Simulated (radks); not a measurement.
# O²⁻ held by a Watson sphere

An exercise on one series of results from a longer session: the logs are not shown, and one member is left open.

Method: scalar-relativistic Kohn-Sham, LDA (Slater exchange, Perdew-Wang correlation), spin-polarised, spherical densities, finite nucleus. Code: radks (a radial shooting solver on a logarithmic mesh, Libxc functionals) version 1.

**What is computed**

```
element            : oxygen (Z = 8)
charge             : -2
electrons          : 10
configuration      : [Ne]
nuclear rms radius : 2.6991 fm
```

Outer shells as boxes (Hund's rule):

O²⁻
```
[He] core
2s [↑↓]
2p [↑↓][↑↓][↑↓]
```

The first run:

Settings of this run:

```text
Z 8
configuration [Ne]
relativity scalar-relativistic
functional lda,pw
spin polarised
nucleus finite rms 2.6991 fm
c 137.035999084
watson charge 2 radius 2.19 bohr
response adiabatic LDA kernel
```

Steps of the session up to this table: R = 2.19 bohr; R = 2.4 bohr; R = 2.66 bohr; R = 3.64 bohr; R = 3.85 bohr; R = 3.96 bohr.

One table of the session follows, with a row left open; its other results are not shown here.

```
R (bohr)  highest level (eV)  its <r> (bohr)  sum of <r²> (bohr²)  α (bohr³)
    2.19              -7.223           1.535                23.06      17.67
     2.4                   ?               ?                    ?          ?
    2.66              -5.835           1.635                26.36      27.74
    3.64              -3.838           1.818                33.63      67.10
    3.85              -3.531           1.854                35.33      80.46
    3.96              -3.383           1.873                36.24      88.40
```

**Question.** Estimate the row for R (bohr) = 2.4.

Worked estimate for «highest level (eV)». A straight line through the neighbours (2.19, -7.223) and (2.66, -5.835) gives -7.223 + (-5.835 + 7.223) × (2.4 − 2.19) / (2.66 − 2.19) = -6.603; a parabola fitted to 3 rows on both sides gives -6.568.

As computed: highest level (eV): -6.563; its <r> (bohr): 1.581; sum of <r²> (bohr²): 24.53; α (bohr³): 21.66. In «highest level (eV)» the line misses by -0.040 and the parabola by -0.005.

What this shows: From R = 2.19 to 3.96 bohr the top level moves from -7.223 to -3.383 eV and its mean radius from 1.53 to 1.87 bohr. A wider sphere makes a shallower well, so the ion swells.
